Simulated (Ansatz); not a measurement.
Two shapes of singlet CH4.

Shape 1:

```xyz
5

C     0.0301   -0.0802    0.1643
H     0.7093    0.5654    0.7283
H    -0.6586   -0.7211    0.5991
H    -0.4875    0.4806   -0.6520
H     0.5960   -0.6037   -0.5813
```

Shape 2:

```xyz
5

C     0.0063    0.0515    0.0187
H     0.6302    0.5722    0.6404
H    -0.5907   -0.5803    0.6323
H    -0.5719    0.6161   -0.5898
H     0.6070   -0.6740   -0.6541
```

Basis set: cc-pVDZ (spherical functions). Correlated methods keep 1 orbital frozen. Charge 0, multiplicity 1.

Computed with Ansatz (development build ahead of 0.2.0); each method stands on the lowest determinant of its kind that the runs found.

(1) Which shape is lower in energy, and by how much in each method?

Results:

(1)

| method | E(2) − E(1) (eV) |
| --- | --- |
| RHF | -0.110 |
| RHF-MP2 | -0.049 |

Shape 2 is lower.
